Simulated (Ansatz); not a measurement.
Base system: GaAs in the zinc blende structure (space group F-43m, No. 216).

```
CELL_PARAMETERS angstrom
      0.00000     2.87304     2.87304
      2.87304     0.00000     2.87304
      2.87304     2.87304     0.00000
ATOMIC_POSITIONS crystal
  As 0.75000 0.75000 0.75000
  Ga 0.00000 0.00000 0.00000
```

Levels (all Ansatz, a program for electronic structure, PAW, earlier PAW set): PBE (420 eV, without spin-orbit coupling); r2SCAN (500 eV, spin-orbit coupling left out).

Levels that relaxed their own cell: PBE and r2SCAN.

```
level   band gap  lattice parameter a  electron mass at Γ
------  --------  -------------------  ------------------
PBE      0.16 eV              5.746 Å                   –
r2SCAN   0.97 eV              5.666 Å            0.051 mₑ
```

Measured: band gap 1.57 eV (static lattice; corrected from measurement; as listed in Wei Chen et al., Physical Review Materials (2018)); lattice parameter a 5.64 Å (static lattice; corrected from measurement; as listed in Daniel Mejia-Rodriguez, S. B. Trickey, Phys. Rev. B (2018)); electron mass at Γ 0.066 mₑ (temperature not stated; as listed in Magdalena Laurien, Oleg Rubel, Phys. Rev. B (2022)).

Computed minus measured — band gap: PBE -1.41 eV, r2SCAN -0.60 eV (closest: r2SCAN); lattice parameter a: PBE +1.9 %, r2SCAN +0.5 % (closest: r2SCAN); electron mass at Γ: r2SCAN -22 %. Measured values not marked as corrected hold thermal and zero-point effects that the static-lattice runs lack. A measured gap can be an optical one, lowered by exciton binding. Levels without spin-orbit coupling miss its lowering of the gap, often about a third of the valence-band splitting.

Masses are band curvatures over ±0.01 Å⁻¹ around the edge. Whether these cells are dynamically stable was not tested. A zero or small gap of GaAs can be the functional's error rather than a property of the material.
